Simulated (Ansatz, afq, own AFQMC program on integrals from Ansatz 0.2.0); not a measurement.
**Where AFQMC and coupled cluster stand for SiH2O, triplet**

```yaml
atoms:
  - { symbol: Si, position_ang: [0.0000, 0.0000, 0.4897] }
  - { symbol: O, position_ang: [0.0000, 0.0000, -1.0261] }
  - { symbol: H, position_ang: [0.0000, 1.2309, 1.3214] }
  - { symbol: H, position_ang: [0.0000, -1.2309, 1.3214] }
```

Connectivity, by distances: SiH2–O.

Basis cc-pVDZ. Only valence electrons are correlated. Integrals, coupled cluster, full CI and functionals: Ansatz 0.2.0; the random walks run on the same integrals in our own AFQMC program. ph-AFQMC/CISD is guided by a CISD state made of CCSD amplitudes; releasing the constraint for a short imaginary time cuts its bias at the price of noise, slowly where states lie close. Error bars are statistical, one sigma.

Determinant: ROHF, the one that the program's search chose, which needn't be the lowest solution. The geometry is a PBE0/def2-TZVP stationary point of this or a neighbouring charge and spin state.

No full CI on the walks' own integrals is used here; CCSDT(Q) serves as the reference and is uncertain by about the last step of the cluster series.

Cautions: another spin lies lower (by 3.99 eV).

- T1 diagnostic: 0.0335
- weight of the determinant in the CISD state: 0.876
- size of the correlated space: 12 electrons in 36 orbitals

```csv
level,correlation energy (eV)
MP2,-6.3333
CCSD,-7.2473
CCSD(T),-7.4072
```

Problem. Estimate where AFQMC with the constraint released lies against CCSD(T) on the same integrals.

Solution. 5.1 ± 1.6 kJ/mol below CCSD(T).

Reference: CCSDT(Q), correlation energy -7.453 eV. The released energy is read at 0.99 1/Eh, later times being too noisy (meV from the phaseless value at times in 1/Eh: -11 ± 17 at 0.24, -9 ± 16 at 0.51, -15 ± 17 at 0.99, 12 ± 24 at 1.62, -30 ± 27 at 2.40).

```json
{"level": "CCSD(T)", "E − E(reference) (kJ/mol)": "4.4", "share of correlation (%)": "99.39"}
{"level": "CCSDT", "E − E(reference) (kJ/mol)": "1.3", "share of correlation (%)": "99.82"}
{"level": "ph-AFQMC/CISD", "E − E(reference) (kJ/mol)": "0.8 ± 1.1", "share of correlation (%)": "99.89"}
{"level": "released AFQMC", "E − E(reference) (kJ/mol)": "-0.7 ± 1.6", "share of correlation (%)": "100.10"}
```

A walk keeps the symmetry of its determinant, which the program's search chose and which needn't be the lowest solution, so a lower state of the same spin and another symmetry isn't excluded. Released energies are given only where the last usable release times agree within the noise; a slower fall can still hide under it.
